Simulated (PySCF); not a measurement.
Gas-phase reaction: 2 SiH₂Cl₂ = SiHCl₂ + SiH₃ + 2 Cl

Computed with PySCF and rigid-rotor harmonic-oscillator thermochemistry at 1 bar. † marks an energy on the PBE0/def2-TZVP geometry and frequencies; other levels use their own. MP2 and CCSD(T) freeze the core. 6-31G* has spherical d functions here. Open shells (unrestricted): SiHCl₂ (multiplicity 2), SiH₃ (multiplicity 2), Cl (multiplicity 2, electronic degeneracy 6); the rest are closed-shell singlets. Spin-orbit splitting is ignored; it lowers the true energy and changes the entropy of Cl. B3LYP is the form with VWN-RPA correlation. SiHCl₂: computed as isolated molecules; such fragments, hydroxides, amides, oligomers or adducts are transient or little studied in the gas. MP2 isn't extrapolated to the basis-set limit; its ΔH°(298 K) is 864.5 kJ in def2-SVP and 938.4 kJ in def2-TZVPP. CCSD(T) isn't extrapolated to the basis-set limit; its ΔH°(298 K) is 832.0 kJ in def2-SVP and 892.8 kJ in def2-TZVPP. The harmonic model lacks anharmonicity and excited electronic states, which grow with temperature; levels with a mode under 35 cm⁻¹ are left out.

```tsv
level	ΔE electronic, kJ	ΔH°(298 K), kJ	ΔS°(298 K), J/K	ΔG°(1200 K), kJ
B3LYP/6-31G*	852	837	276	502
CCSD(T)/def2-TZVPP†	907	893	276	558
M06-2X/def2-TZVP†	926	913	276	578
MP2/def2-SVP†	878	864	276	530
MP2/def2-TZVPP†	952	938	276	603
PBE/def2-TZVP†	909	895	276	560
PBE0/def2-QZVP†	909	895	276	560
PBE0/def2-TZVP	909	895	276	560
```
ΔH° is lowest at B3LYP/6-31G* and highest at MP2/def2-TZVPP†. No reference value is set beside these.
